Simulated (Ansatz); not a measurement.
**Match the barriers**

Saddle point of AlH5S, closed shell (AlH₃ + H₂S → AlH₃S ([AlH2][SH]) + H₂; bonds formed: H2–H5; dative contacts that become bonds: Al1–S6; bonds broken: Al1–H2, H5–S6), PBE0-D4/def2-TZVP structure:

```csv
atom,x (Å),y (Å),z (Å)
Al1,-0.7309,-0.4906,-0.0558
H2,0.3573,-0.7455,1.2224
H3,-0.8414,-1.7941,-0.9402
H4,-1.8744,0.5203,0.3534
H5,1.0184,-0.0890,0.4768
S6,1.2106,0.7350,-0.8482
H7,0.8604,1.8640,-0.2083
```

Computed with Ansatz 0.2.0 (basis: def2-TZVPP, with def2-QZVPP for the basis limit); correlated methods freeze the cores. Extrapolation: Hartree–Fock as exp(−7.88 √X), correlation as X^−2.97. Four methods, as single points on the PBE0-D4 structures, gave these electronic barriers from the start structure: 8.95, 10.65, 16.65, 24.96 kcal/mol.

Q: The methods were, in alphabetical order, BHLYP-D4, BLYP-D4, HF, r2SCAN-D4. Which gave which? (A judgement: the text doesn't fix the answer.)

A: Computed: r2SCAN-D4 8.95; BLYP-D4 10.65; BHLYP-D4 16.65; HF 24.96 kcal/mol. For comparison, CCSD(T) at an estimated basis limit (MP2 extrapolated from triple and quadruple zeta, plus CCSD(T) − MP2 in triple zeta) gives 14.36 kcal/mol.

T1 diagnostic: at most 0.012. The end structure is not quite a true minimum (one mode of 57i cm⁻¹).

Exchanges of this kind with a chalcogen hydride build sulfide and selenide films.

Labels in which every atom is bracketed show which atoms are joined, not bond orders.

For scale, one of the runs: CCSD(T)/def2-TZVPP, 154 basis functions, launched by `ansatz run in.yaml --threads 2 --pin off --events-out ev --progress --plain --max-ram 4352MiB`. The run took 11 s on 2 CPU threads of an Arm Neoverse V1 (shared host), with 0.91 GiB of host memory at its peak.
